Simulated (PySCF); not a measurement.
# SF: from the state search to spectroscopic constants

What are the lowest state that PBE0 finds, the bond length, vibrational wavenumber and bond energy of SF, and how much do these hang on the method?

Program: PySCF 2.14.0. Level of theory: S aug-cc-pV(D+d)Z, F aug-cc-pVDZ, no relativity. These are calculated values, not measurements.

## (1) Set-up

Settings of the job:

```
atoms                         : S, F
charge                        : 0
basis                         : S aug-cc-pV(D+d)Z, F aug-cc-pVDZ
Hamiltonian                   : no relativity
basis functions               : 55
electrons treated             : 25
masses in u                   : 31.9721, 18.9984
levels                        : PBE0, PBE, r²SCAN, B2PLYP, PBEsol, M06-2X, HSE06, HF, MP2, SCS-MP2, CCSD, CCSD(T)
grid                          : 80 radial by 434 angular points
occupations                   : held fixed by the projection of orbital angular momentum
dissociation limit            : S + F, each in its ground configuration
starting distance in angstrom : 1.600
values of 2S to try           : 1, 3
```

Command:

```sh
$ OMP_NUM_THREADS=1 python dia.py task.json out
```

Further steps of the session: PBE0 along the bond; Higher solutions at PBE0; PBE; r²SCAN (meta-GGA); B2PLYP; PBEsol (GGA); M06-2X (hybrid meta-GGA); HSE06; UHF (mean field); Adding correlation.

**Question.** What will these runs give? Wanted: for each run, Re; ωe; De; μ.

The runs gave:

Lowest PBE0 solution found, without spin–orbit coupling: ²Π (doublet), unpaired electrons π ↑. State 2 has its PBE0 minimum 1.78 eV higher. The other levels ran on the lowest alone.

```
      level  Re (Å)  ωe (cm⁻¹)  De (eV)  μ (D)
        UHF   1.602        897     1.36  -1.14
    UHF-MP2   1.644        817     3.41    n/a
UHF-SCS-MP2   1.647        808     3.28    n/a
   UHF-CCSD   1.642        824     3.02    n/a
UHF-CCSD(T)   1.650        802     3.18    n/a
        PBE   1.650        794     4.02  -0.77
     PBEsol   1.638        817     4.38  -0.69
     r²SCAN   1.635        821     3.64  -0.77
       PBE0   1.624        846     3.54  -0.85
      HSE06   1.626        841     3.53  -0.86
     M06-2X   1.619        868     3.59  -0.93
     B2PLYP   1.641        813     3.46  -1.16
```

De is counted to S + F in their ground configurations. A positive dipole means S(−)F(+).

Differences from CCSD(T) in the same basis:

```csv
level,Re (mÅ),ωe (%)
UHF,-47,+11.8
UHF-MP2,-5,+1.9
UHF-SCS-MP2,-3,+0.7
UHF-CCSD,-8,+2.7
PBE,+1,-1.1
PBEsol,-12,+1.8
r²SCAN,-14,+2.3
PBE0,-25,+5.4
HSE06,-23,+4.8
M06-2X,-31,+8.2
B2PLYP,-9,+1.3
```

What this shows: Judged by CCSD(T) in the same basis: best bond length PBE (+1 mÅ), worst UHF (-47 mÅ); best wavenumber UHF-SCS-MP2 (+0.7 %), worst UHF (+11.8 %). Hartree–Fock makes the bond too short and too stiff against this reference, as it mostly does. CCSD(T) in a basis this small is itself some way from its limit, more so than the functionals. Among the levels with a De in the table, it runs from 1.36 eV (UHF) to 4.38 eV (PBEsol).

Correlated steps freeze 6 core orbitals. B2PLYP dipoles, levels and charges come from its SCF part alone.
